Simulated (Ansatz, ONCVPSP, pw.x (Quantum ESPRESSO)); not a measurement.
# aluminium (Al): does the ONCV potential hold in the solid?

Al (Z = 13), optimised norm-conserving Vanderbilt (ONCV), made with ONCVPSP 4.0.1.1 (patched build) (PBEsol, scalar-relativistic). Core [Ne], reference 3s2 3p1. Waves: 3s: rc 1.75 bohr, ncon 4, nbas 9, qcut 4.4 1/bohr, 2 projectors, debl 2.4 Ha; 3p: rc 2.10 bohr, ncon 4, nbas 7, qcut 4.7 1/bohr, 2 projectors, debl 0.8 Ha. Local part: polynomial inside 1.45 bohr (lpopt 5, dvloc0 0 Ha). Core correction: Teter function fitted to the true core (icmod 2), fcfact 0.5.

Atomic tests: cutoffs needed: 6.0 Ha and 7.7 Ha (the cutoffs (Ha) at which the residual kinetic energy of the hardest occupied pseudo-wave falls to 1 and 0.1 mHa per electron) The cutoffs count occupied waves only; projector 2 of the s channel, the hardest unoccupied one, needs 23 Ha at the loose tolerance.; ghost test: no bound ghost flagged; GHOST(+) flagged for s at 102.8 eV; largest excitation error: +22 meV (all-electron minus pseudo) for 3s1 3p0, out of 4 test configurations.

Crystal test: diamond Al in pw.x 7.5, no spin, 8³ k-points, Fermi–Dirac smearing 0.01 Ry, cutoffs 50/200 Ry. The reference is all-electron LAPW (Ansatz 0.2.0) with the same functional, mesh and smearing; V0 and B0 come from Birch–Murnaghan fits to the pressures at five volumes. Errors are pseudo minus all-electron; Δ is the rms difference of the E(V) curves that follow from these fits, minima aligned, over ±6 % about the mean V0. Mesh and smearing are coarse, so the numbers serve the comparison and aren't converged zero-temperature values; the lattice is a test structure that the element need not adopt.

```csv
V (Å³/atom),P all-electron (GPa),P pseudo (GPa)
25.621,2.26,2.19
26.295,1.06,1.01
26.969,0.01,-0.04
27.643,-0.92,-0.95
28.317,-1.74,-1.76
```

All-electron: a0 = 5.998 Å (V0 = 26.97 Å³/atom), B0 = 39.5 GPa.

Pseudopotential: mean pressure error (GPa): -0.05; a0 (Å): 5.996; a0 error (%): -0.04; B0 error (%): -0.8; Δ (meV/atom): 0.3.

At the middle volume, how do free energy and pressure move when the wave cutoff is lowered (ecutrho kept at four times it)?

```json
{"cutoff (Ry)": "22", "shift of F (meV/atom)": "+1.8", "shift of P (GPa)": "-0.00"}
{"cutoff (Ry)": "30", "shift of F (meV/atom)": "+0.5", "shift of P (GPa)": "-0.00"}
{"cutoff (Ry)": "40", "shift of F (meV/atom)": "+0.1", "shift of P (GPa)": "-0.00"}
```

The run at the middle volume (29 k-points, 6 iterations) took about 14 s on one core of a shared host (Neoverse-N1, 64 threads, 124 GiB, load 60).
